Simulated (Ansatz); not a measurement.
Basis sets compared for AlH2(NH2) (AlNH4). Total charge 0; singlet. Geometry r2SCAN-D4/def2-TZVP. Ansatz on 4 threads of Arm Neoverse V2 on a shared host; times are rough, and most runs start from earlier orbitals.

```xyz
6

Al    0.067    0.081   -0.824
H     0.453   -1.205   -1.662
H    -0.189    1.512   -1.449
N    -0.079   -0.092    0.929
H    -0.316    0.653    1.566
H     0.064   -0.950    1.440
```

Binding counts from free atoms (Al doublet, H doublet, N quartet) in the same basis, without a counterpoise term.

```json
{"level": "PBE-D4/def2-SVP", "functions": "52", "energy (Eh)": "-299.2687", "HOMO (eV)": "-6.06", "LUMO (eV)": "-1.21", "binding per atom (eV)": "3.02", "wall time": "0.3 s"}
{"level": "PBE0-D4/def2-SVP", "functions": "52", "energy (Eh)": "-299.3008", "HOMO (eV)": "-7.42", "LUMO (eV)": "-0.45", "binding per atom (eV)": "2.98", "wall time": "0.25 s"}
```

Q: Estimate the rows for PBE-D4/def2-TZVP, PBE0-D4/def2-TZVP.

A: 
| level | functions | energy (Eh) | HOMO (eV) | LUMO (eV) | binding per atom (eV) | wall time |
| --- | --- | --- | --- | --- | --- | --- |
| PBE-D4/def2-TZVP | 92 | -299.4260 | -6.22 | -1.39 | 3.03 | 0.4 s |
| PBE0-D4/def2-TZVP | 92 | -299.4551 | -7.56 | -0.63 | 2.99 | 0.55 s |
